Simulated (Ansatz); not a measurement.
## Molecular dynamics, step by step

CH$_{4}$AlO (SMILES [CH3][AlH][O-]) (charge -1), singlet, PBE0-D4/def2-SVP (Ansatz 0.2.0). Settings (timestep in fs, temperature in K, friction in 1/fs; T counts 21 degrees of freedom, while the starting velocities carry no drift of the centre of mass, so T starts below the set value):

```yaml
hamiltonian: {xc: pbe0, dispersion: d4}
md: {n_steps: 30, timestep: 0.5, temperature: 300, ensemble: nvt_langevin, seed: 458, friction: 0.002, initial_velocities: maxwell_boltzmann}
```

Start (the SMILES describes the start alone):

C1  (-0.656, 0.571, -0.204)
Al2  (0.810, -0.787, 0.358)
O3  (0.872, -1.762, 1.614)
H4  (-0.311, 1.614, -0.210)
H5  (-1.514, 0.543, 0.481)
H6  (-1.067, 0.395, -1.208)
H7  (1.866, -0.575, -0.831)
(Å)

| step | time (fs) | potential energy less the start (meV) | kinetic energy (meV) | T (K) |
| --- | --- | --- | --- | --- |
| 0 | 0.00 | 0.0 | 232.7 | 257 |
| 2 | 1.00 | 22.7 | 217.2 | 240 |
| 4 | 2.00 | 36.4 | 189.4 | 209 |
| 6 | 3.00 | 26.6 | 189.2 | 209 |
| 8 | 4.00 | 5.5 | 203.1 | 224 |
| 10 | 5.00 | -4.8 | 214.6 | 237 |
| 12 | 6.00 | -3.2 | 218.7 | 242 |
| 14 | 7.00 | -0.7 | 212.7 | 235 |
| 16 | 8.00 | -3.1 | 216.5 | 239 |
| 18 | 9.00 | -13.7 | 223.5 | 247 |
| 20 | 10.00 | -22.0 | 234.2 | 259 |
| 22 | 11.00 | -10.2 | 232.6 | 257 |
| 24 | 12.00 | 23.4 | 197.6 | 218 |
| 26 | 13.00 | 53.5 | 164.6 | 182 |
| 28 | 14.00 | 60.8 | 158.0 | 175 |
| 30 | 15.00 | 54.7 | 169.6 | 187 |

Step 12, positions (Å) and forces (eV/Å):

```json
{"atom": "C1", "x": "-0.638", "y": "0.599", "z": "-0.212", "Fx": "-0.353", "Fy": "0.201", "Fz": "-0.562"}
{"atom": "Al2", "x": "0.788", "y": "-0.792", "z": "0.347", "Fx": "-0.194", "Fy": "0.678", "Fz": "-0.910"}
{"atom": "O3", "x": "0.880", "y": "-1.786", "z": "1.641", "Fx": "-0.114", "Fy": "-0.078", "Fz": "0.212"}
{"atom": "H4", "x": "-0.220", "y": "1.637", "z": "-0.169", "Fx": "-0.017", "Fy": "-0.321", "Fz": "0.405"}
{"atom": "H5", "x": "-1.508", "y": "0.541", "z": "0.478", "Fx": "0.083", "Fy": "0.239", "Fz": "-0.099"}
{"atom": "H6", "x": "-1.070", "y": "0.621", "z": "-1.269", "Fx": "0.457", "Fy": "-0.566", "Fz": "0.855"}
{"atom": "H7", "x": "1.907", "y": "-0.615", "z": "-0.861", "Fx": "0.138", "Fy": "-0.153", "Fz": "0.100"}
```

Step 20, positions (Å) and forces (eV/Å):

| atom | x | y | z | Fx | Fy | Fz |
| --- | --- | --- | --- | --- | --- | --- |
| C1 | -0.627 | 0.620 | -0.214 | -0.156 | -0.266 | 0.057 |
| Al2 | 0.774 | -0.786 | 0.331 | 0.364 | -0.489 | 0.170 |
| O3 | 0.887 | -1.804 | 1.663 | -0.284 | 0.919 | -1.034 |
| H4 | -0.154 | 1.607 | -0.072 | 0.070 | 0.138 | 0.103 |
| H5 | -1.501 | 0.585 | 0.464 | 0.011 | 0.070 | 0.006 |
| H6 | -1.036 | 0.658 | -1.255 | 0.330 | -0.317 | 0.324 |
| H7 | 1.981 | -0.681 | -0.877 | -0.335 | -0.057 | 0.375 |

Step 26, positions (Å) and forces (eV/Å):

| atom | x | y | z | Fx | Fy | Fz |
| --- | --- | --- | --- | --- | --- | --- |
| C1 | -0.620 | 0.633 | -0.212 | 1.035 | -0.010 | 1.966 |
| Al2 | 0.765 | -0.783 | 0.320 | 0.539 | -1.094 | 0.933 |
| O3 | 0.892 | -1.811 | 1.676 | -0.395 | 1.348 | -1.577 |
| H4 | -0.105 | 1.598 | 0.020 | -0.146 | -0.200 | -0.338 |
| H5 | -1.487 | 0.627 | 0.456 | -0.308 | -0.127 | 0.208 |
| H6 | -0.982 | 0.654 | -1.211 | -0.283 | 0.027 | -1.488 |
| H7 | 2.010 | -0.743 | -0.853 | -0.443 | 0.055 | 0.295 |

Last step (30):

```xyz
7
angstrom
C -0.6114 0.6401 -0.2044
Al 0.7593 -0.7834 0.3133
O 0.8952 -1.8121 1.6793
H -0.0781 1.5862 0.0652
H -1.4905 0.6504 0.4608
H -0.9576 0.6496 -1.2331
H 2.0090 -0.7880 -0.8238
```

The run took about 27 s on 2 CPU threads of an Arm Neoverse V1 (shared host).
